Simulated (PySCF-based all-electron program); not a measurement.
Results of a calculation; reference values are marked as such.
Bond force of SiO, singlet

Method: all-electron DFT (in-house code on PySCF), basis-limit composite values; the spin-free Dirac equation, no spin–orbit coupling, spin-restricted. Forces are good to about 0.007 eV/Å. In part, the full relativistic part was added along one bond alone. A positive force pushes the atoms apart.

```
  r (Å)  PBE (eV/Å)  r2SCAN (eV/Å)
  1.350      15.942         15.218
 1.3892      10.958         10.199
  1.400       9.758              ?
  1.500       1.450          0.638
  1.510       0.845          0.035
  1.550      -1.248              ?
1.60136      -3.303              ?
```

Problem. What does r2SCAN give at the lengths left open?

Solution. 1.400 Å: 8.991 eV/Å; 1.550 Å: -2.067 eV/Å; 1.60136 Å: -4.121 eV/Å.

Problem. Fit a Morse curve to the forces within 0.84 to 1.25 of the listed length with the smallest force. Where does the force vanish, what is the force constant, and what harmonic wavenumber follows with standard atomic masses?

Solution. r2SCAN: 1.511 Å, 59 eV/Å², about 1250 cm⁻¹. The points are far apart, so these are estimates.
